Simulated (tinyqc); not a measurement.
Worked calculation: Pariser-Parr-Pople SCF with singles CI, for the molecule [CH2-]C=CF (SMILES; centres numbered as the heavy atoms are written). One step of it, computed by the program tinyqc.

Problem. Iteration 1: orbitals and new P. Diagonalise F (the basis is taken as orthonormal) and form P = 2 sum c c over the lowest orbitals.

F (eV), order 1C, 2C, 3C, 4F:
```
[[0.671406, -4.284012, 1.221921, -0.494140],
 [-4.284012, 1.955138, -5.152478, 1.143109],
 [1.221921, -5.152478, -0.494056, -3.756098],
 [-0.494140, 1.143109, -3.756098, -13.342825]]
```

pi electrons, sum of z_r less the charge = 6

Give: orbital energies; P after iteration 1.

Solution.

orbital energies (eV): [-14.3679, -4.8922, -0.6593, 8.7091]

P after iteration 1, order 1C, 2C, 3C, 4F:
```
[[1.5690, 0.6583, -0.4768, 0.1250],
 [0.6583, 0.9947, 0.7282, -0.1909],
 [-0.4768, 0.7282, 1.4726, 0.1383],
 [0.1250, -0.1909, 0.1383, 1.9638]]
```
